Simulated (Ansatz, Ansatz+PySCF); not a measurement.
```csv
atom,x (Å),y (Å),z (Å)
Si,0.0000,0.0000,0.0858
H,1.5384,0.0000,-0.4006
H,-0.7692,1.3323,-0.4006
H,-0.7692,-1.3323,-0.4006
```

Basis set: cc-pVTZ (spherical functions). Frozen core: 5 orbitals. Charge 0, multiplicity 2.

Computed with Ansatz (development build ahead of 0.2.0); each method stands on the lowest determinant of its kind that the runs found.

Q: Give the atomization energy at this shape (free ground-state atoms in the same class of orbitals less the molecule, no zero-point energy) of doublet SiH₃ by UHF-MP2, UHF.

A:

```csv
method,atomization energy
UHF-MP2,206.52 kcal/mol
UHF,168.35 kcal/mol
```

Caution: the shape is not the minimum.
